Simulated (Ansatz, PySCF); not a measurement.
How UKS-B3LYP/6-31G* and FCI compare on the harmonic wavenumber of diatomic hydrides.

Values in cm⁻¹, from Ansatz (a program for electronic structure) and PySCF. Where two bases are given, the first is that of UKS-B3LYP/6-31G*. Full CI is exact in its basis, with frozen cores. Scans on which UKS-B3LYP/6-31G* failed, held another spin at the minimum or broke off are missing, so the means are lower bounds.

```
system                             basis  UKS-B3LYP/6-31G*   FCI  UKS-B3LYP/6-31G* − FCI
------------------  --------------------  ----------------  ----  ----------------------
HLi singlet         6-31G* / aug-cc-pVTZ              1400  1390                      10
HN triplet          6-31G* / aug-cc-pVDZ              3230  3200                      30
HCl cation doublet      6-31G* / cc-pVDZ              2670  2730                     -60
HSi doublet             6-31G* / cc-pVTZ              2020  2030                     -10
HF singlet              6-31G* / cc-pVDZ              3950  4140                    -190
HBe doublet             6-31G* / cc-pVDZ              2070  2030                      40
HF cation doublet       6-31G* / cc-pVDZ              2890  3100                    -210
HBe cation singlet  6-31G* / aug-cc-pVDZ              2230  2150                      80
HGa singlet           6-31G* / def2-TZVP              1550  1630                     -80
HP triplet          6-31G* / aug-cc-pVDZ              2350  2320                      30
HP triplet              6-31G* / cc-pVTZ              2350  2340                      10
```

The mean difference from FCI is -32 cm⁻¹ (median 10) and the mean absolute one 68 cm⁻¹ (median 40); UKS-B3LYP/6-31G* lies above in 6 and below in 5 of 11 cases. It is closest for HLi singlet (10), HSi doublet (-10), HP triplet (10) and furthest off for HF cation doublet (-210), HF singlet (-190), HGa singlet (-80).
